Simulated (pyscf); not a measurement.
Thermochemistry of product channels of `[Al][Cl]` [singlet] + `[H]` [doublet] on the doublet surface, in kcal/mol, from CCSD(T)/def2-TZVPP + ΔMP2(QZVPP) energies (ideal gas, 1 atm, RRHO with modes under 100 cm⁻¹ raised to 100, one conformer, R ln 2 for rigid chiral ones). PySCF, gas phase, ωB97X-D3(BJ)/def2-SVP geometries. Correlated levels are frozen-core, on RHF or UHF. ΔMP2 is the change of the MP2 total energy from the triple- to the quadruple-zeta basis.

```
products                                 ΔE  ΔH(298 K)  ΔG(298 K)  ΔG(1200 K)
------------------------------------  -----  ---------  ---------  ----------
`[AlH][Cl]` [doublet]                 -38.2      -35.8      -29.8       -10.0
`[AlH]` [singlet] + `[Cl]` [doublet]  +46.5      +48.0      +47.7       +47.6
```

These are energies of the channels, which say nothing of barriers. The CCSD(T) − MP2 part came from Ansatz, without density fitting, on the same reference. Left out: orbital degeneracy and the spin-orbit lowering of Cl.
